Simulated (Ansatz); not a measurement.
BH2Et (C2H7B). The state is a singlet with charge 0. Geometry PBE-D4/def2-TZVP, basis def2-TZVP, Ansatz.

```
run  HOMO (eV)  LUMO (eV)
  A      -8.96      -0.97
  B      -8.78      -1.23
  C      -8.38      -1.61
  D      -7.44      -2.55
  E      -7.69      -1.83
  F      -7.41      -2.26
```

HSE06 is defined as in plane-wave codes, on full-range PBE exchange.

Q: The runs used HSE06, LDA (SPW92), PBE, PBE0, r2SCAN, r2SCAN0. Estimate which is which.

A: A r2SCAN0 (25 % exact exchange); B PBE0 (25 % exact exchange); C HSE06 (range-separated); D LDA (SPW92) (0 % exact exchange); E r2SCAN (0 % exact exchange); F PBE (0 % exact exchange). Exact exchange lowers occupied and raises empty levels; among semilocal functionals meta-GGAs tend to open the gap a little, and such runs are hard to tell apart. The gap grows from 4.89 eV (LDA (SPW92)) to 7.99 eV (r2SCAN0).
